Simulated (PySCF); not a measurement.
# Ionisation of chlorosilane

Molecule: chlorosilane, `[SiH3]Cl` (ClH3Si). Numbering: `[SiH3:1][Cl:2]`

Energies: ωB97X-D3(BJ)/ma-def2-TZVP (PySCF, density fitting, integration grid level 2) on PBE0-D3(BJ)/def2-SVP structures. Thermal corrections: PBE0-D3(BJ)/def2-SVP frequencies, unscaled, ideal gas at 298.15 K and 1 bar, quasi-RRHO entropy.

Frontier levels of the parent: HOMO -11.57 eV, LUMO 0.98 eV.

Oxidation to the radical cation:
```
Vertical ionisation energy (electronic)              : 11.80 eV
Adiabatic ionisation energy (with zero-point energy) : 11.33 eV
Adiabatic, electronic part                           : 11.43 eV
Vertical gap at the product's structure              : 10.46 eV
Inner reorganisation energy (four-point)             : 1340 meV
Relaxation of product / of parent                    : 366 / 974 meV
⟨S²⟩ of the product                                  : 0.758
Largest spin populations                             : Cl2 0.57, H (on Si1) 0.33
Largest changes of atomic charge                     : Cl2 0.46, H (on Si1) 0.21, Si1 0.11, H (on Si1) 0.11
Distances that move most (Å)                         : Si1–H 1.489 → 1.600; Si1–H 1.489 → 1.478; Si1–H 1.489 → 1.478
```

Measured values (NIST Chemistry WebBook, evaluated or the median of agreeing entries): vertical ionisation energy 11.61 eV (computed 11.80, difference 0.19).

Caveats: spin-orbit coupling is left out of the energies, which matters for open shells on the heavier atoms.
